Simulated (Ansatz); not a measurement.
in.yaml

```yaml
crystal:
  periodic: [false, false, false]
  atoms:
    - {symbol: Si, position_ang: [-1.650542, -0.011519, 0.004128]}
    - {symbol: As, position_ang: [0.706158, 0.004928, -0.001766]}
    - {symbol: H, position_ang: [-2.175948, 1.381149, 0.007507]}
    - {symbol: H, position_ang: [-2.158302, -0.715039, 1.213602]}
    - {symbol: H, position_ang: [-2.164376, -0.711463, -1.204855]}
basis:
  gaussian: {orbitals: "6-31G*"}
magnetization: {spin_polarized: true, initial_magnetization: 4}
correlation: {method: ccsd, electrons: outside_noble_gas, diis_vectors: 1}
output: {forces: true}
```

```sh
$ ansatz run in.yaml --threads 1 --pin off --events-out ev --progress --plain --max-ram 2393MiB
```

Task: Roughly how long does this take on 1 thread of Arm Neoverse V2, shared host, and how much host memory?

Result: 6.5 s wall and 0.21 GiB.

```
592 factors; integrals over basis functions are off by at most 1.0e-3 eV
mean field evaluation 1: about -68690.2787 eV, gradient 8.1e0 eV
mean field evaluation 2: about -68690.3145 eV, gradient 8.1e0 eV
mean field evaluation 4: about -68691.3501 eV, gradient 1.4e0 eV
mean field evaluation 8: about -68691.3974 eV, gradient 1.4e-1 eV
mean field evaluation 16: about -68691.1531 eV, gradient 2.9e0 eV
mean field evaluation 32: about -68689.2031 eV, gradient 5.1e-1 eV
mean field evaluation 64: about -68689.2250 eV, gradient 2.7e-3 eV
mean field -68691.39839075 eV, -2524.3623301578 hartree, gradient 1.3e-6 eV, S^2 6.005853; 2 other end points of the search recorded, 0 dependent functions left out
determinant -68691.39839075 eV, -2524.3623301578 hartree, with singles and doubles -68696.16807085 eV, -2524.5376126688 hartree
determinant -68689.22648837 eV, -2524.2825142178 hartree, with singles and doubles -68693.94120179 eV, -2524.4557767401 hartree
determinant -68689.22499189 eV, -2524.2824592230 hartree, with singles and doubles -68693.93424235 eV, -2524.4555209854 hartree
19 core orbitals not correlated: weight in the atoms' cores, before any rotation towards them, 1.000 or more for the frozen orbitals, at most 0.000 for the correlated occupied ones
reference -68691.39839075 eV, -2524.3623301578 hartree; 8, 4 occupied and 33, 37 virtual orbitals, 592 factors
second order -3.77160023 eV of doubles, -0.00000000 eV of singles
cycle   1  -4.76981551 eV  change   -1.4e-4 eV  update   8.8e-4
cycle   2  -4.76981900 eV  change   -3.5e-6 eV  update   6.1e-4
cycle   3  -4.76974429 eV  change    7.5e-5 eV  update   2.5e-4
cycle   4  -4.76972993 eV  change    1.4e-5 eV  update   1.1e-4
cycle   5  -4.76979086 eV  change   -6.1e-5 eV  update   6.0e-5
cycle   6  -4.76983143 eV  change   -4.1e-5 eV  update   2.7e-5
cycle   7  -4.76985211 eV  change   -2.1e-5 eV  update   1.2e-5
cycle   8  -4.76985914 eV  change   -7.0e-6 eV  update   6.2e-6
cycle   9  -4.76986375 eV  change   -4.6e-6 eV  update   3.5e-6
cycle  10  -4.76986572 eV  change   -2.0e-6 eV  update   1.9e-6
cycle  11  -4.76986662 eV  change   -9.0e-7 eV  update   9.8e-7
the calculation of the forces begins
Total energy: -68696.16825737 eV, -2524.5376195230 hartree
Atom 0 at    -1.650542    -0.011519     0.004128 Å, force    -6.699641    -0.046756     0.016757 eV/Å
Atom 1 at     0.706158     0.004928    -0.001766 Å, force     6.436544     0.044919    -0.016098 eV/Å
Atom 2 at    -2.175948     1.381149     0.007507 Å, force     0.086153     0.222263     0.000112 eV/Å
Atom 3 at    -2.158302    -0.715039     1.213602 Å, force     0.088954    -0.110497     0.191571 eV/Å
Atom 4 at    -2.164376    -0.711463    -1.204855 Å, force     0.087990    -0.109929    -0.192342 eV/Å
Dipole moment:     0.252744     0.001764    -0.000632 e Å
```

Forces (eV/Å):
```
Si  -6.700 -0.047  0.017
As   6.437  0.045 -0.016
H    0.086  0.222  0.000
H    0.089 -0.110  0.192
H    0.088 -0.110 -0.192
```
